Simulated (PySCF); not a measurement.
Löwdin shares of the frontier orbitals

Compound: C3H3NOS.
SMILES with atom numbers: `[SH:1][c:2]1[cH:3][n:4][o:5][cH:6]1` (hydrogens: H7 on S1; H8 on C3; H9 on C6)

Cartesian coordinates in Å at the GFN2-xTB level; atoms count from 1:
```
atom  x, y, z in Å
S1     2.057    0.638   -0.222
C2     0.360    0.230   -0.092
C3    -0.242   -0.954    0.405
N4    -1.538   -0.870    0.332
O5    -1.841    0.329   -0.199
C6    -0.714    0.998   -0.457
H7     2.492   -0.511    0.291
H8     0.230   -1.830    0.801
H9    -0.791    1.976   -0.885
```

Method: TDDFT CAM-B3LYP/def2-SVPD, vertical, gas phase, core orbitals frozen in the response in PySCF 2.14.0, density-fitted response routines.

Kohn–Sham orbitals with the atoms that hold most of them (Löwdin shares over 4%, at most four atoms; ? is withheld):

```tsv
orbital	ε (eV)	atoms
HOMO-3	-11.35	C2 29%, S1 28%, O5 18%, C3 12%
HOMO-2	-10.36	N4 60%, O5 12%, C3 11%, S1 6%
HOMO-1	-10.05	N4 32%, C3 23%, O5 14%, C6 12%
HOMO	-8.12	?
LUMO	0.34	?
LUMO+1	0.63	S1 53%, H7 21%, H8 7%, C3 6%
LUMO+2	1.12	S1 77%, C2 8%, H7 7%
```

Task: Which atoms hold the HOMO, and with what shares?

Result: S1 (bonded to C and H) 45%; C2 (bonded to 2 C and S) 18%; C6 (bonded to C, O and H) 16%; O5 (bonded to C and N) 7%. By element: sulfur 45%, carbon 34% or more, oxygen 7%.

Task: Give the leading atoms of the LUMO.

Result: N4 (bonded to C and O) 23%; C6 (bonded to C, O and H) 21%; O5 (bonded to C and N) 17%; C3 (bonded to C, N and H) 15%. By element: carbon 36% or more, nitrogen 23%, oxygen 17%.

Task: How does S1 compare with the orbital gap of 8.47 eV?

Result: S1 is at 5.22 eV (f = 0.0021), 3.25 eV below the gap, made of HOMO→LUMO+1 (70%), HOMO→LUMO+2 (15%), HOMO→LUMO+5 (8%). Its leading pair isn't HOMO and LUMO; the energies of that pair differ by 8.75 eV. 

Task: Give energy, strength and leading configuration of S1, S2, S4 and S8, and follow the Löwdin shares of the leading atoms from the occupied to the empty orbital.

Result: 
- S1 (5.22 eV, f 0.0021), HOMO→LUMO+1 (70%): S1 45% → 53%, C2 18% → at most 7%, H7 at most 8% → 21%
- S2 (5.55 eV, f 0.058), HOMO→LUMO (97%): S1 45% → at most 15%, C2 18% → at most 15%, N4 at most 8% → 23%, C6 16% → 21%
- S4 (6.40 eV, f 0.0076), HOMO-2→LUMO (93%): N4 60% → 23%, O5 12% → 17%, C6 at most 7% → 21%
- S8 (7.35 eV, f 0.219), HOMO-1→LUMO (86%): N4 32% → 23%, C3 23% → 15%, C6 12% → 21%

One conformer stands for the species.
